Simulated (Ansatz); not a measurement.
A nudged elastic band was laid between two geometries of CH6OSi + H2 (11 atoms, charge 0, multiplicity 1).

These are results of RHF/def2-SVP in Ansatz 0.2.0, not measurements.

```json
{
 "movable images": "7",
 "climbing image": "yes",
 "spring": "5.0 eV/Å²",
 "optimiser": "quadratic models (default)",
 "start path": "through a guess of the saddle point",
 "force threshold": "0.05 eV/Å",
 "iteration limit": "60",
 "end points": "relaxed"
}
```

Initial state:

```xyz
11
Properties=species:S:1:pos:R:3
Si -0.468 0.463 -0.025
O -0.220 -0.234 1.448
C -1.129 -0.356 2.498
H -2.004 -0.945 2.206
H -0.637 -0.863 3.328
H -1.472 0.622 2.848
H 0.798 0.373 -0.776
H -0.868 1.884 0.130
H -1.547 -0.241 -0.763
H 2.171 -2.702 1.926
H 1.700 -2.136 1.796
```

Final state:

```xyz
11
Properties=species:S:1:pos:R:3
Si 0.377 0.088 -0.633
O -0.010 -0.458 2.508
C -1.269 -0.700 3.052
H -1.720 -1.618 2.663
H -1.240 -0.764 4.144
H -1.914 0.134 2.781
H 0.571 0.287 -2.093
H 0.780 1.325 0.068
H -1.052 -0.213 -0.393
H 1.222 -1.053 -0.212
H 0.580 -1.161 2.731
```

(1) Which bonds break or form, and what moves?

(2) What energy profile does the band end with?

(3) What is the geometry of the highest image?

The band took 30 iterations and roughly 4 core-minutes.

Results:

(1) Bonds broken: Si1–O2, H10–H11. Bonds formed: Si1–H10, O2–H11. CH6OSi + H2 becomes CH4O + H4Si.

(2) The forces met the threshold. The highest image is number 4 of 0 to 8, 63.2 kcal/mol above the first end and 54.6 kcal/mol above the last; the last end lies 8.7 kcal/mol above the first. Neighbouring images differ by up to 2.4 eV, so the band resolves the path poorly. A vibrational analysis at the climbing image gives one clearly imaginary mode, 1705i cm⁻¹: a first-order saddle point. The orbitals stay closed-shell, which can raise the energy where a bond breaks towards radicals; this wasn't checked here.

| image | path coordinate (Å) | energy (kcal/mol) | Si1–O2 (Å) | H10–H11 (Å) | Si1–H10 (Å) |
| --- | --- | --- | --- | --- | --- |
| 0 | 0.00 | 0.0 | 1.65 | 0.75 | 4.56 |
| 1 | 1.05 | 0.1 | 1.65 | 0.75 | 4.26 |
| 2 | 2.10 | 0.5 | 1.65 | 0.75 | 3.59 |
| 3 | 3.16 | 8.2 | 1.66 | 0.75 | 2.63 |
| 4 | 4.21 | 63.2 | 1.82 | 1.13 | 1.85 |
| 5 | 5.80 | 17.0 | 2.85 | 1.92 | 1.48 |
| 6 | 7.39 | 10.6 | 3.64 | 2.99 | 1.48 |
| 7 | 8.98 | 8.9 | 3.28 | 3.14 | 1.48 |
| 8 | 10.58 | 8.7 | 3.21 | 3.01 | 1.48 |

(3) 
```xyz
11
Properties=species:S:1:pos:R:3
Si 0.079 -0.045 0.066
O -0.045 -0.507 1.823
C -1.066 -0.388 2.793
H -1.832 -1.147 2.635
H -0.627 -0.509 3.780
H -1.511 0.600 2.712
H 1.356 0.483 -0.452
H -0.727 1.203 0.298
H -0.757 -0.797 -0.894
H 0.951 -1.635 0.421
H 0.505 -1.391 1.435
```

Time of the run: 4 min on 1 thread of Arm Neoverse V1, on a shared host, peak memory 0.15 GiB.
